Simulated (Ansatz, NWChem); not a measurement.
# How basis sets differ on C2F3N (cyanotrifluoromethane)

C2F3N has 6 atoms, charge 0, and is taken as a singlet. SMILES: `N#CC(F)(F)F`. Geometry: relaxed at PBE0-D4/def2-TZVP.

Quantity: the atomisation enthalpy at 298 K, in kJ/mol. The values are calculated. The thermal term (zero-point and 298 K enthalpy, harmonic and unscaled) is that of PBE0-D4/def2-TZVP; the spin-orbit lowering of the free atoms at 298 K, 3.9 kJ/mol by their spectra, is taken off.

(1) The value from experiment is 2640 kJ/mol (NIST-JANAF tables). From what is known of these methods, estimate their order from the nearest to it to the farthest.
A. CAM-B3LYP/LANL2DZ (NWChem)
B. CAM-B3LYP/cc-pVDZ (Ansatz)
C. CAM-B3LYP/MINI (NWChem)
D. CAM-B3LYP/jorge-DZP (NWChem)
E. CAM-B3LYP/MIDI! (NWChem)

Results:

(1) B (2628 kJ/mol, -12), D (2595 kJ/mol, -45), E (2711 kJ/mol, +71), A (2249 kJ/mol, -391), C (1567 kJ/mol, -1073).
